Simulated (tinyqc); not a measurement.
Inside a calculation. Method: Born-Oppenheimer dynamics on the RHF/sto-3g surface (energies and gradients from PySCF), for CH3-, spin multiplicity 1. The basis has no diffuse functions, so it cannot describe the extra electron: this is an exercise in the method, not the real anion. Computed by tinyqc, a small Python program that keeps every step (integrals from PySCF). Settings: charge = -1, multiplicity = 1, basis = sto-3g, time step (fs) = 0.5, steps = 16. Command: `OMP_NUM_THREADS=1 python tinyqc.py 20743 20744 out.jsonl` (the two numbers bound the seeds that draw the settings). One thread of a shared host (Intel(R) Xeon(R) Processor @ 2.60GHz), about 2 s of CPU time with the checks.

positions (bohr):
```
,x,y,z
1C,0.000000,-0.022677,0.211649
2H,2.090037,0.005669,-0.068030
3H,-1.067695,1.799019,-0.086927
4H,-1.094151,-1.812247,-0.056692
```

The total energy should stay constant up to terms of order dt^2; the step counts as short enough if it moves by less than 2 % of the largest kinetic energy.

Trajectory:
```
time (fs),1C-2H (angstrom),potential (hartree),kinetic (hartree),total (hartree)
0.000000,1.115959,-38.79613077,0.00057851,-38.79555226
0.500000,1.116652,-38.79628084,0.00073291,-38.79554793
1.000000,1.113153,-38.79765861,0.00209444,-38.79556417
1.500000,1.105839,-38.80000832,0.00441162,-38.79559671
2.000000,1.095452,-38.80282046,0.00718415,-38.79563631
2.500000,1.083080,-38.80548290,0.00981385,-38.79566905
3.000000,1.070099,-38.80750213,0.01182297,-38.79567916
3.500000,1.058088,-38.80874400,0.01308778,-38.79565622
4.000000,1.048672,-38.80958157,0.01397653,-38.79560503
4.500000,1.043335,-38.81080791,0.01525749,-38.79555041
5.000000,1.043199,-38.81325791,0.01773076,-38.79552715
5.500000,1.048843,-38.81729805,0.02174113,-38.79555692
6.000000,1.060211,-38.82251530,0.02688357,-38.79563173
6.500000,1.076630,-38.82783569,0.03211528,-38.79572042
7.000000,1.096937,-38.83197971,0.03618939,-38.79579031
7.500000,1.119652,-38.83394704,0.03812386,-38.79582318
8.000000,1.143156,-38.83329500,0.03747795,-38.79581706
```

Is the time step short enough?

Yes. The total energy moves within 3.0e-04 hartree, under 2 % of the largest kinetic energy.
